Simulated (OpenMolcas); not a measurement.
**[SiH3]− (SMILES [SiH3-]): a chain of runs**

Aim: the energy (UHF/STO-3G), then the energy (CASSCF(2,2)/STO-3G), then a single-point energy (CASPT2(2,2)/STO-3G), then the energy (SC-NEVPT2(2,2)/STO-3G), then a single-point energy (MRCI(2,2)/STO-3G) of [SiH3]−. 

The calculation is run with OpenMolcas 26.06.

## 1. Starting point

The species is [SiH3]− (4 atoms), meant as a singlet with charge -1. As SMILES, `[SiH3-]`. The Si1–H4 distance was set to 2.319 Å, away from the relaxed value. At this shape a bond of the SMILES string is far longer than usual.

Bond lengths: Si1–H2 1.546 Å, Si1–H3 1.546 Å. Angles: H2–Si1–H3 94.1°. A long bond or contact: Si1–H4 2.319 Å.

## 2. The energy at UHF/STO-3G (run 1)

step1.inp

```
* H3Si Hartree-Fock

&gateway
  baslib = $CurrDir
  basisset
  Si.STO-3G....
  Si1 1.143471 -0.432163 -0.005440 angstrom
  End of Basis
  basisset
  H.STO-3G....
  H2 1.030371 0.240837 1.381360 angstrom
  H3 0.305271 -1.665163 0.402260 angstrom
  H4 -0.667800 0.712200 -0.891800 angstrom
  End of Basis

&seward

&scf
  uhf
  charge = -1
  scramble = 0.25
  prorbitals = 1 1
```

The basis set STO-3G is read from a file made from the Basis Set Exchange's data (not shown).

On the command line:

```sh
$ export MOLCAS_MEM=1860
$ pymolcas step1.inp > step1.log
```

The log of the run, shortened:

```text
--- Start Module: gateway ---
[...]
--- Stop Module: gateway /rc=_RC_ALL_IS_WELL_ ---
--- Start Module: seward ---
[...]
      Basis functions           12
--- Stop Module: seward /rc=_RC_ALL_IS_WELL_ ---
--- Start Module: scf ---
[...]
       Convergence after  17 Iterations
[...]
::    Total SCF energy                               -286.9858303532
[...]
      Total spin, S                                     0.2820375584
[...]
      Total electronic charge=   18.000000
      Total            charge=   -1.000000
[...]
      Dipole Moment (debye):
      Origin of the operator (angstrom)=    1.0537   -0.4132    0.0241
                   X=  2.6885E+00               Y= -1.2996E+00               Z=  5.3921E-01           Total=  3.0344E+00
      Center of Charge (angstrom)
[...]
--- Stop Module: scf /rc=_RC_ALL_IS_WELL_ ---
[...]
```

Wall time 1.5 s (1 thread of Arm Neoverse V2, shared host); peak memory 0.37 GiB.

## 3. The energy at CASSCF(2,2)/STO-3G (run 2)

step2.inp

```
&gateway
  baslib = $CurrDir
  basisset
  Si.STO-3G....
  Si1 1.143471 -0.432163 -0.005440 angstrom
  End of Basis
  basisset
  H.STO-3G....
  H2 1.030371 0.240837 1.381360 angstrom
  H3 0.305271 -1.665163 0.402260 angstrom
  H4 -0.667800 0.712200 -0.891800 angstrom
  End of Basis

&seward

&rasscf
  fileorb = $CurrDir/step1.UnaOrb
  spin = 1
  nactel = 2 0 0
  inactive = 8
  ras2 = 2
  orblisting = Nothing
  orbappear = Compact
```

The basis set STO-3G is read from a file made from the Basis Set Exchange's data (not shown).

On the command line:

```sh
$ export MOLCAS_MEM=1860
$ pymolcas step2.inp > step2.log
```

The log of the run, shortened:

```text
--- Start Module: gateway ---
[...]
--- Stop Module: gateway /rc=_RC_ALL_IS_WELL_ ---
--- Start Module: seward ---
[...]
      Basis functions           12
--- Stop Module: seward /rc=_RC_ALL_IS_WELL_ ---
--- Start Module: rasscf ---
[...]
      Number of active orbitals                  2
[...]
      Spin quantum number                      0.0
[...]
      Active orbitals                            2
[...]
      Number of CSFs                             3
[...]
      Number of root(s) required                 1
[...]
      Convergence after 10 iterations
[...]
      printout of CI-coefficients larger than  0.05 for root  1
      energy=    -287.016644
      conf/sym  11     Coeff  Weight
             1  20   0.96606 0.93327
             3  02  -0.25832 0.06673
      Natural orbitals and occupation numbers for root  1
      sym 1:   1.866544   0.133456
      ************************************************************************************************************************
      *                                                    Final results                                                     *
[...]
::    RASSCF root number  1 Total energy:   -287.01664396
[...]
      Total electronic charge=   18.000000
      Total            charge=   -1.000000
[...]
      Dipole Moment (debye):
      Origin of the operator (angstrom)=    1.0537   -0.4132    0.0241
                   X=  2.2915E+00               Y= -1.0360E+00               Z=  3.2012E-01           Total=  2.5351E+00
      Center of Charge (angstrom)
[...]
--- Stop Module: rasscf /rc=_RC_ALL_IS_WELL_ ---
[...]
```

It took 1.4 s on 1 thread of Arm Neoverse V2, shared host; peak memory 0.37 GiB.

## 4. The energy at CASPT2(2,2)/STO-3G (run 3)

step3.inp

```
&GATEWAY
BASLIB = $CurrDir
BASISSET
Si.STO-3G....
Si1 1.143471 -0.432163 -0.005440 angstrom
End of Basis
BASISSET
H.STO-3G....
H2 1.030371 0.240837 1.381360 angstrom
H3 0.305271 -1.665163 0.402260 angstrom
H4 -0.667800 0.712200 -0.891800 angstrom
End of Basis
&SEWARD
&RASSCF
FILEORB = $CurrDir/step2.RasOrb
SPIN = 1
NACTEL = 2 0 0
INACTIVE = 8
RAS2 = 2
ORBLISTING = Nothing
ORBAPPEAR = Compact
&CASPT2
IMAGINARY = 0.1
FROZEN = 5
```

The basis set STO-3G is read from a file made from the Basis Set Exchange's data (not shown).

On the command line:

```sh
$ export MOLCAS_MEM=1860
$ pymolcas step3.inp > step3.log
```

The log of the run, shortened:

```text
--- Start Module: gateway ---
[...]
--- Stop Module: gateway /rc=_RC_ALL_IS_WELL_ ---
[...]
      Basis functions           12
[...]
--- Start Module: rasscf ---
[...]
      Number of active orbitals                  2
[...]
      Spin quantum number                      0.0
[...]
      Active orbitals                            2
[...]
      Number of CSFs                             3
[...]
      Number of root(s) required                 1
[...]
      Convergence after  4 iterations
[...]
      printout of CI-coefficients larger than  0.05 for root  1
      energy=    -287.016644
      conf/sym  11     Coeff  Weight
             1  20   0.96606 0.93327
             3  02  -0.25832 0.06673
      Natural orbitals and occupation numbers for root  1
      sym 1:   1.866544   0.133456
      ************************************************************************************************************************
      *                                                    Final results                                                     *
[...]
::    RASSCF root number  1 Total energy:   -287.01664396
[...]
      Total electronic charge=   18.000000
      Total            charge=   -1.000000
[...]
      Dipole Moment (debye):
      Origin of the operator (angstrom)=    1.0537   -0.4132    0.0241
                   X=  2.2915E+00               Y= -1.0360E+00               Z=  3.2012E-01           Total=  2.5351E+00
      Center of Charge (angstrom)
[...]
--- Stop Module: rasscf /rc=_RC_ALL_IS_WELL_ ---
--- Start Module: caspt2 ---
[...]
 ###    WARNING: User changed nr of frozen orbitals.                         ###
 ###############################################################################
[...]
      E2 (Variational):          -0.0293509850
      Total energy:            -287.0459949462
[...]
      Reference weight:           0.98355
[...]
::    CASPT2 Root  1     Total energy:   -287.04599495
[...]
--- Stop Module: caspt2 /rc=_RC_ALL_IS_WELL_ ---
[...]
```

It took 1.3 s on 1 thread of Arm Neoverse V2, shared host; peak memory 0.37 GiB.

## 5. A single-point energy at SC-NEVPT2(2,2)/STO-3G (run 4)

step4.inp

```
&GATEWAY
  BasLib=$CurrDir
  BasisSet
  Si.STO-3G....
  Si1 1.143471 -0.432163 -0.005440 angstrom
  End of Basis
  BasisSet
  H.STO-3G....
  H2 1.030371 0.240837 1.381360 angstrom
  H3 0.305271 -1.665163 0.402260 angstrom
  H4 -0.667800 0.712200 -0.891800 angstrom
  End of Basis

&SEWARD

&RASSCF
  FileOrb=$CurrDir/step2.RasOrb
  Spin=1
  Nactel=2 0 0
  Inactive=8
  Ras2=2
  OrbListing=Nothing
  OrbAppear=Compact

&CASPT2
  SC-NEVPT2
  Frozen=5
```

The basis set STO-3G is read from a file made from the Basis Set Exchange's data (not shown).

On the command line:

```sh
$ export MOLCAS_MEM=1860
$ pymolcas step4.inp > step4.log
```

The log of the run, shortened:

```text
--- Start Module: gateway ---
[...]
--- Stop Module: gateway /rc=_RC_ALL_IS_WELL_ ---
[...]
      Basis functions           12
[...]
--- Start Module: rasscf ---
[...]
      Number of active orbitals                  2
[...]
      Spin quantum number                      0.0
[...]
      Active orbitals                            2
[...]
      Number of CSFs                             3
[...]
      Number of root(s) required                 1
[...]
      Convergence after  4 iterations
[...]
      printout of CI-coefficients larger than  0.05 for root  1
      energy=    -287.016644
      conf/sym  11     Coeff  Weight
             1  20   0.96606 0.93327
             3  02  -0.25832 0.06673
      Natural orbitals and occupation numbers for root  1
      sym 1:   1.866544   0.133456
      ************************************************************************************************************************
      *                                                    Final results                                                     *
[...]
::    RASSCF root number  1 Total energy:   -287.01664396
[...]
      Total electronic charge=   18.000000
      Total            charge=   -1.000000
[...]
      Dipole Moment (debye):
      Origin of the operator (angstrom)=    1.0537   -0.4132    0.0241
                   X=  2.2915E+00               Y= -1.0360E+00               Z=  3.2012E-01           Total=  2.5351E+00
      Center of Charge (angstrom)
[...]
--- Stop Module: rasscf /rc=_RC_ALL_IS_WELL_ ---
--- Start Module: caspt2 ---
[...]
 ###    WARNING: User changed nr of frozen orbitals.                         ###
 ###############################################################################
[...]
      E2 (Variational):          -0.0293712061
[...]
      E2 (Variational):          -0.0293517234
      Total energy:            -287.0459956846
[...]
      Reference weight:           0.98344
[...]
::    SC-NEVPT2 Root  1     Total energy:   -287.04599568
[...]
--- Stop Module: caspt2 /rc=_RC_ALL_IS_WELL_ ---
[...]
```

It took 1.3 s on 1 thread of Arm Neoverse V2, shared host; peak memory 0.37 GiB.

## 6. A single-point energy at MRCI(2,2)/STO-3G (run 5)

step5.input

```
&gateway
 baslib
 $CurrDir
 basisset
 Si.STO-3G....
 Si1 1.143471 -0.432163 -0.005440 angstrom
 End of Basis
 basisset
 H.STO-3G....
 H2 1.030371 0.240837 1.381360 angstrom
 H3 0.305271 -1.665163 0.402260 angstrom
 H4 -0.667800 0.712200 -0.891800 angstrom
 End of Basis

&seward

&rasscf
 fileorb
 $CurrDir/step2.RasOrb
 spin
 1
 nactel
 2 0 0
 inactive
 8
 ras2
 2
 orblisting
 Nothing
 orbappear
 Compact

&motra
 lumorb
 frozen
 5

&guga
 electrons
 8
 spin
 1
 inactive
 3
 active
 2
 ciall
 1

&mrci
 sdci
```

The basis set STO-3G is read from a file made from the Basis Set Exchange's data (not shown).

On the command line:

```sh
$ export MOLCAS_MEM=1860
$ pymolcas step5.input > step5.log
```

The log of the run, shortened:

```text
--- Start Module: gateway ---
[...]
--- Stop Module: gateway /rc=_RC_ALL_IS_WELL_ ---
[...]
      Basis functions           12
[...]
      Number of active orbitals                  2
[...]
      Spin quantum number                      0.0
[...]
      Active orbitals                            2
[...]
      Number of CSFs                             3
[...]
      Number of root(s) required                 1
[...]
      Convergence after  4 iterations
[...]
      printout of CI-coefficients larger than  0.05 for root  1
      energy=    -287.016644
      conf/sym  11     Coeff  Weight
             1  20   0.96606 0.93327
             3  02  -0.25832 0.06673
      Natural orbitals and occupation numbers for root  1
      sym 1:   1.866544   0.133456
      ************************************************************************************************************************
      *                                                    Final results                                                     *
[...]
::    RASSCF root number  1 Total energy:   -287.01664396
[...]
      Dipole Moment (debye):
      Origin of the operator (angstrom)=    1.0537   -0.4132    0.0241
                   X=  2.2915E+00               Y= -1.0360E+00               Z=  3.2012E-01           Total=  2.5351E+00
      Center of Charge (angstrom)
[...]
      *** WARNING: Default frozen orbitals is overwritten by user input.
      *** Default values:   2
[...]
--- Start Module: guga ---
[...]
--- Stop Module: guga /rc=_RC_ALL_IS_WELL_ ---
--- Start Module: mrci ---
[...]
       (But an ACPF correction will be computed)
       USE THE DEFAULT ACPF G-VALUE GFAC=  0.25000000000000000
[...]
                      CI ENERGY:  -287.05951517
[...]
                ACPF CORRECTION:    -0.00119080
[...]
      Total electronic charge=   18.000000
      Total            charge=   -1.000000
[...]
     ACPF CORRECTION:     -0.00119080
[...]
  CI State   1     Total energy:   -287.05951517     QDav:     -0.00160257     QACPF:     -0.00119080
[...]
--- Stop Module: mrci /rc=_RC_ALL_IS_WELL_ ---
[...]
```

Run time: 1.4 s. Hardware: 1 thread of Arm Neoverse V2, shared host; peak memory 0.37 GiB.

## 7. What came out

| quantity | value |
| --- | --- |
| run 1, UHF/STO-3G: total energy | -286.98583 Eh |
| run 1, UHF/STO-3G: HOMO energy | 3.48 eV |
| run 1, UHF/STO-3G: LUMO energy | 15.94 eV |
| run 1, UHF/STO-3G: HOMO–LUMO gap (to an unbound level, set by the basis) | 12.47 eV |
| run 1, UHF/STO-3G: ⟨S²⟩ | 0.362 |
| run 2, CASSCF(2,2)/STO-3G: total energy | -287.01664 Eh |
| run 3, CASPT2(2,2)/STO-3G: total energy | -287.04599 Eh |
| run 4, SC-NEVPT2(2,2)/STO-3G: total energy | -287.04600 Eh |
| run 5, MRCI(2,2)/STO-3G: total energy | -287.05952 Eh |

What this shows: ⟨S²⟩ (run 1, UHF/STO-3G) is 0.36 where a pure singlet has 0.00: the reference is spin-contaminated. Mulliken charges (run 1, UHF/STO-3G) run from -0.38 on H4 to +0.05 on Si1; they depend strongly on the basis. The HOMO (run 1, UHF/STO-3G) lies at positive energy, 3.48 eV: the electron is unbound at this level or held by a compact basis; values depend on the basis. Mulliken charges (run 3, CASPT2(2,2)/STO-3G) of the CASSCF density run from -0.34 on H2 to +0.02 on Si1; they depend strongly on the basis. Mulliken charges (run 4, SC-NEVPT2(2,2)/STO-3G) of the CASSCF density run from -0.34 on H2 to +0.02 on Si1.
